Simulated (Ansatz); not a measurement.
We consider graphite, described by PBE0-D3(BJ) (PAW; Ansatz, an electronic-structure program).

The cell is the one relaxed with PBE-D3(BJ): a = b = 2.4650 Å, c = 6.7372 Å, α = β = 90.00°, γ = 120.00°.

Q: Give the computed interlayer binding energy.

A: 
- interlayer binding energy = 24.1 meV/Å²

Measured, for comparison: interlayer binding energy 23.3 ± 2 meV/Å² (temperature not stated, not corrected to a static lattice, bulk; as tabulated in Ning et al. (2022), arXiv:2204.11717). Computed (rounded) less measured: interlayer binding energy +3 % (inside the measured uncertainty).

Note: exact exchange on metals is sensitive to the k mesh and can open a false gap; the run warned that the count of filled bands differs between k points.

Static lattice: no zero-point or thermal effects.

Computing time: around 120 core-seconds (rough).
